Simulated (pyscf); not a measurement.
This saddle point was located with ωB97X-D3(BJ)/def2-SVP in PySCF.

```
Zn
C 1 2.1075
H 2 1.1035 1 101.09
H 2 1.1038 3 105.97 1 142.97
H 2 1.1042 3 108.95 4 113.15
H 2 1.5382 3 123.75 4 -83.93
S 6 1.6264 2 165.80 3 -82.24
H 7 1.3490 6 92.40 2 90.64
S 1 2.1762 2 139.16 3 -55.22
H 9 1.3482 1 93.44 2 -178.82
```
Charge 0, spin multiplicity 1.

Surface: singlet, charge 0. Lowest wavenumbers (cm⁻¹): 1351i, 89, 95, 112, 198.

Task: Name the species on either side of this saddle.

Result: H₃C–Zn–SH + H₂S <-> CH₄ + HS–Zn–SH, a four-centre exchange read from left to right: C–Zn, H–S broken and C–H, S–Zn formed. At ωB97M-D3(BJ)/def2-TZVP it lies +19.8 kcal/mol from the left side and +46.4 kcal/mol from the right (each side as separated species at their lowest minima found). On the reactant side the descent ends in a complex, 7.0 kcal/mol under the separated species and 23.9 kcal/mol under the saddle at ωB97X-D3(BJ)/def2-TZVP. At ωB97X-D3(BJ) the barrier from the zero used here is 16.9 kcal/mol. This is the saddle that the search found; another between the same sides may lie lower. Elements up to Kr have no core potential and no relativistic terms here.
